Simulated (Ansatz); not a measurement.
```xyz
12

C     1.340   -0.758   -1.110
N     0.469   -0.454   -0.005
C    -0.484    0.509   -0.072
C    -1.307    0.691    1.180
O    -0.673    1.186   -1.063
H     1.079   -0.084   -1.925
H     1.210   -1.789   -1.448
H     2.389   -0.603   -0.844
H     0.564   -0.973    0.848
H    -2.357    0.533    0.930
H    -1.202    1.723    1.516
H    -1.028    0.019    1.993
```

The species carries charge 0 and has multiplicity 1.

List the r2SCAN/def2-TZVPP orbital energies in eV (the Gaussian-basis code of Ansatz). (An estimate is asked.)

Computed: Occupied: -514.44, -386.11, -275.54, -273.84, -273.12, -27.10, -24.21, -19.60, -17.84, -15.07, -12.96, -11.86, -11.73, -10.78, -10.15, -9.94, -9.63, -8.82, -6.26, -5.91. Lowest empty: 0.12, 0.84, 2.10, 2.39, 3.13, 3.47, 3.48, 3.85.
